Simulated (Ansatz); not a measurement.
Molecule: C₃H₃, charge 0, multiplicity 2. It need not be the lowest isomer of its formula. 
Geometry from a B3LYP-D3(BJ)/def2-TZVP (Ansatz, a quantum-chemistry and plane-wave program) optimisation:
```xyz
6

C     -0.0052    -0.1070     0.8407
C     -0.0136    -0.6985    -0.5211
C      0.0146     0.5694    -0.6193
H      0.9105    -0.0873     1.4256
H     -0.9230    -0.0470     1.4195
H      0.0376     1.5512    -1.0470
```
Charge 0, spin multiplicity 2.

Basis-set convergence of Hartree-Fock and MP2 correlation energies (hartree) with Ansatz. Valence correlation only, unless marked. Open shells are spin-unrestricted. Spin-orbit coupling is left out. Non-relativistic.

The UHF reference is spin-contaminated (<S^2> 0.14 over the pure value in the largest basis). 

```
basis    functions       E(HF)  E(corr, MP2)
-------  ---------  ----------  ------------
cc-pVDZ          -  -115.18470      -0.36621
cc-pVTZ        132           ?             ?
```

Task: Fill in the missing entries.

Result: 
- cc-pVTZ, E(HF): -115.21543
- cc-pVTZ, E(corr, MP2): -0.44672
